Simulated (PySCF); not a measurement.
Ionisation of ethylenediamine

Parent: ethylenediamine, `NCCN` (C2H8N2). Non-hydrogen atoms are numbered in `[NH2:1][CH2:2][CH2:3][NH2:4]`.

Level of theory: PBE0-D3(BJ)/ma-def2-TZVP single points in PySCF, grid level 2; every species was optimised with PBE0-D3(BJ)/def2-SVP. The prefix ma- adds one diffuse s and one diffuse p function on all atoms but H. Zero-point and thermal terms (298.15 K, 1 bar) come from unscaled PBE0-D3(BJ)/def2-SVP harmonic frequencies, with soft modes damped to free rotors in the entropy.

Frontier levels of the parent: HOMO -6.69 eV, LUMO -0.01 eV.

Oxidation to the radical cation:
* Vertical ionisation energy (electronic): 8.81 eV
* Adiabatic ionisation energy (with zero-point energy): 7.78 eV
* Adiabatic, electronic part: 7.84 eV
* Vertical gap at the product's structure: 6.97 eV
* Inner reorganisation energy (four-point): 1843 meV
* Relaxation of product / of parent: 976 / 867 meV
* ⟨S²⟩ of the product: 0.756
* Largest spin populations: N4 0.37, N1 0.37, C2 0.11, C3 0.11
* Largest changes of atomic charge: N4 0.22, N1 0.22, H (on C3) 0.08, H (on C2) 0.08
* Distances that move most (Å): C2–C3 1.520 → 1.733; N1–C2 1.453 → 1.364; C3–N4 1.453 → 1.364; C3–H 1.110 → 1.097
* Potential in dichloromethane: 5.62 V absolute, 1.07 V against Fc+/Fc computed at 4.56 V (solvation -24 → -231 kJ/mol)

Solvents are IEF-PCM continua (electrostatics only, gas-phase structures); absolute potentials refer to an electron at rest in vacuum. Fc+/Fc in dichloromethane, 4.56 V, is PBE0-D3(BJ)/ma-def2-TZVP on PBE0-D3(BJ)/def2-SVP structures with GFN2-xTB thermal terms. Benchmark calculations put it near 5.0 V in acetonitrile and DMSO, so it is about 0.4 V low, and the value against it can read up to that much too high.

Run with `OMP_NUM_THREADS=1 python redox_run.py task.json out` on 1 thread of Intel Xeon 6975P-C, a shared host. Structures, frequencies and single points: 5.5 min of wall time.

Differences come from unrounded values, so a last digit can differ from that of the printed terms.
